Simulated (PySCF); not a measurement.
ethanol (C₂H₆O), SMILES OCC. Geometry: PBE0-D3(BJ)/def2-TZVP. The values are those of a single conformer.

Computed equilibrium geometry at PBE0-D3(BJ)/def2-TZVP (PySCF confirms it by a frequency run) as a Z-matrix (one conformer of several):
```
C
H 1 1.0925
H 1 1.0991 2 107.05
O 1 1.4130 2 105.47 3 118.03
H 4 0.9605 1 108.20 2 179.11
C 1 1.5131 2 110.26 3 -119.83
H 6 1.0920 1 110.59 2 -60.88
H 6 1.0932 7 108.53 1 -121.76
H 6 1.0946 7 108.18 8 -116.43
```
